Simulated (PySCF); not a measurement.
Record of a relaxation.

Compound: C3H9PS.
Atom-mapped SMILES: `[CH3:1][P:2]([CH3:3])([CH3:4])=[S:5]` (hydrogens: H6, H7, H8 on C1; H9, H10, H11 on C3; H12, H13, H14 on C4)

Method: PySCF 2.14.0, PBE0-D3(BJ)/def2-TZVP geometry optimisation, gas phase; density fitting, grid level 2; the optimiser is geomeTRIC in internal coordinates, started from a GFN2-xTB structure with every atom displaced at random (about 0.01 Å). The frame can shift and turn from step to step; on so coarse a grid that alone can change the energy by a few meV, and forces under 0.02 eV/Å are noise.

Step 0: E = -23374.4232 eV, largest atomic force 2.051 eV/Å
```
atom  x, y, z in Å  |  force x, y, z in eV/Å
C1     -0.651    1.474   -0.343   -0.212   0.852   0.172
P2      0.153    0.131    0.560    0.334  -0.218  -0.545
C3      1.535   -0.342   -0.543    0.544   0.172   1.489
C4     -0.981   -1.269    0.414   -1.748   0.828   0.682
S5      0.672    0.568    2.369    0.021   0.030   0.081
H6     -0.943    1.207   -1.361    0.091  -0.141  -0.005
H7     -1.556    1.783    0.205    0.291  -0.130  -0.117
H8      0.021    2.358   -0.380   -0.287  -0.575   0.060
H9      2.053   -1.197   -0.077   -0.228   0.218  -0.248
H10     1.211   -0.580   -1.529   -0.309  -0.225  -0.852
H11     2.252    0.486   -0.558   -0.135  -0.071  -0.080
H12    -1.267   -1.472   -0.612    0.099  -0.045  -0.299
H13    -1.940   -1.017    0.976    1.190  -0.249  -0.576
H14    -0.567   -2.147    0.871    0.348  -0.448   0.237
```

Step 1: E = -23374.4316 eV, largest atomic force 0.647 eV/Å
```
atom  x, y, z in Å  |  force x, y, z in eV/Å
C1     -0.306    1.518   -0.510   -0.005  -0.134  -0.012
P2      0.232    0.099    0.487   -0.077   0.039  -0.062
C3      1.376   -0.799   -0.588   -0.018   0.033  -0.164
C4     -1.296   -0.865    0.670    0.623  -0.142  -0.098
S5      1.018    0.574    2.193    0.041   0.025   0.043
H6     -0.824    1.189   -1.416    0.010   0.035   0.050
H7     -0.954    2.174    0.079    0.109  -0.144  -0.045
H8      0.594    2.060   -0.788    0.067   0.212  -0.055
H9      1.670   -1.709   -0.073    0.047  -0.115   0.013
H10     0.960   -1.041   -1.572   -0.048   0.027   0.124
H11     2.265   -0.175   -0.714   -0.037  -0.044   0.011
H12    -1.784   -1.084   -0.284   -0.007   0.088   0.131
H13    -1.860   -0.161    1.273   -0.578  -0.241   0.160
H14    -1.096   -1.792    1.228   -0.126   0.362  -0.095
```

Step 2: E = -23374.4954 eV, largest atomic force 0.252 eV/Å
```
atom  x, y, z in Å  |  force x, y, z in eV/Å
C1     -0.282    1.534   -0.517    0.111  -0.054  -0.051
P2      0.237    0.121    0.495   -0.087   0.066   0.082
C3      1.359   -0.802   -0.583   -0.039  -0.104  -0.004
C4     -1.281   -0.865    0.674    0.161   0.193   0.003
S5      1.031    0.603    2.198    0.017   0.018  -0.005
H6     -0.803    1.206   -1.420   -0.005   0.005   0.004
H7     -0.931    2.178    0.074   -0.031   0.003   0.027
H8      0.609    2.098   -0.798   -0.039   0.013   0.026
H9      1.649   -1.720   -0.070    0.000  -0.005  -0.027
H10     0.912   -1.041   -1.551   -0.031   0.002   0.020
H11     2.253   -0.195   -0.729   -0.011   0.000  -0.001
H12    -1.743   -1.097   -0.286   -0.019   0.001  -0.042
H13    -1.951   -0.248    1.279   -0.057  -0.137  -0.052
H14    -1.062   -1.782    1.218    0.029   0.000   0.021
```

Step 3: E = -23374.5083 eV, largest atomic force 0.084 eV/Å
```
atom  x, y, z in Å  |  force x, y, z in eV/Å
C1     -0.273    1.548   -0.517    0.034   0.003  -0.012
P2      0.240    0.143    0.506    0.004   0.017   0.076
C3      1.335   -0.814   -0.573    0.001  -0.032   0.017
C4     -1.259   -0.861    0.667   -0.050   0.068  -0.009
S5      1.040    0.633    2.203   -0.005   0.007  -0.039
H6     -0.791    1.218   -1.420    0.002  -0.003  -0.004
H7     -0.929    2.186    0.075   -0.026   0.008   0.005
H8      0.612    2.125   -0.792   -0.010  -0.006   0.022
H9      1.618   -1.734   -0.060   -0.013   0.015  -0.004
H10     0.861   -1.052   -1.527   -0.011   0.002  -0.009
H11     2.236   -0.224   -0.741    0.016  -0.007  -0.026
H12    -1.695   -1.104   -0.304    0.020  -0.020  -0.022
H13    -1.982   -0.301    1.261    0.004   0.009  -0.006
H14    -1.015   -1.775    1.206    0.034  -0.060   0.012
```

Step 4: E = -23374.5096 eV, largest atomic force 0.057 eV/Å
```
atom  x, y, z in Å  |  force x, y, z in eV/Å
C1     -0.271    1.553   -0.515   -0.005   0.011   0.002
P2      0.240    0.150    0.510    0.026   0.006   0.031
C3      1.327   -0.817   -0.570    0.007   0.007   0.003
C4     -1.253   -0.861    0.665   -0.056   0.003   0.012
S5      1.043    0.646    2.204   -0.003  -0.001  -0.022
H6     -0.783    1.222   -1.421    0.007   0.000  -0.006
H7     -0.935    2.187    0.074   -0.010  -0.003  -0.006
H8      0.612    2.134   -0.782    0.002  -0.001   0.013
H9      1.605   -1.737   -0.055   -0.005   0.000   0.004
H10     0.843   -1.056   -1.519   -0.003  -0.001  -0.004
H11     2.233   -0.237   -0.751   -0.001  -0.007  -0.012
H12    -1.677   -1.108   -0.311    0.015  -0.011  -0.004
H13    -1.990   -0.312    1.254    0.019   0.011  -0.007
H14    -1.000   -1.775    1.202    0.007  -0.014  -0.004
```

Step 5: E = -23374.5101 eV, largest atomic force 0.023 eV/Å
```
atom  x, y, z in Å  |  force x, y, z in eV/Å
C1     -0.271    1.555   -0.513   -0.011   0.004   0.004
P2      0.242    0.152    0.512    0.015  -0.001  -0.003
C3      1.324   -0.818   -0.570    0.001   0.010  -0.003
C4     -1.252   -0.861    0.665   -0.013  -0.017   0.008
S5      1.045    0.652    2.203    0.002  -0.004  -0.003
H6     -0.774    1.224   -1.424    0.010   0.001  -0.005
H7     -0.942    2.185    0.073   -0.004  -0.006  -0.005
H8      0.612    2.141   -0.772    0.003   0.004   0.007
H9      1.600   -1.738   -0.053    0.000  -0.003   0.002
H10     0.834   -1.059   -1.516    0.000  -0.003   0.001
H11     2.231   -0.244   -0.759   -0.004  -0.001  -0.001
H12    -1.668   -1.112   -0.314    0.004  -0.001   0.002
H13    -1.991   -0.313    1.250    0.004   0.008  -0.001
H14    -0.996   -1.776    1.202   -0.005   0.008  -0.003
```

Step 6: E = -23374.5104 eV, largest atomic force 0.021 eV/Å
```
atom  x, y, z in Å  |  force x, y, z in eV/Å
C1     -0.271    1.556   -0.512   -0.005  -0.001   0.003
P2      0.243    0.152    0.512   -0.003  -0.005  -0.020
C3      1.323   -0.819   -0.571   -0.006   0.003  -0.006
C4     -1.251   -0.861    0.665    0.017  -0.012   0.003
S5      1.047    0.654    2.202    0.006  -0.004   0.009
H6     -0.764    1.225   -1.428    0.009   0.000  -0.004
H7     -0.951    2.180    0.070   -0.002  -0.006  -0.003
H8      0.612    2.147   -0.760    0.001   0.007   0.004
H9      1.599   -1.738   -0.052    0.004  -0.001   0.000
H10     0.829   -1.061   -1.514    0.001  -0.003   0.003
H11     2.230   -0.247   -0.766   -0.003   0.004   0.005
H12    -1.664   -1.114   -0.314   -0.005   0.004   0.004
H13    -1.990   -0.310    1.248   -0.005   0.001   0.000
H14    -0.996   -1.775    1.204   -0.008   0.014   0.002
```

**Question.** Summarise the path.

**Answer.** The energy falls by 8.41 kJ/mol from step 0 to step 6; nine tenths of that is first reached at step 3. It falls at every step. The largest force goes from 2.051 to 0.021 eV/Å. Among the bonds C4–H13 changes most, from 1.139 to 1.090 Å; the atoms move by 0.032 Å rms after alignment.

The cost below is that of the whole optimisation. On 2 threads of an Intel Xeon at 2.50 GHz, no GPU, on a shared host, this took 5.3 min wall, 9.6 min CPU and 1.2 GiB of memory at its peak.
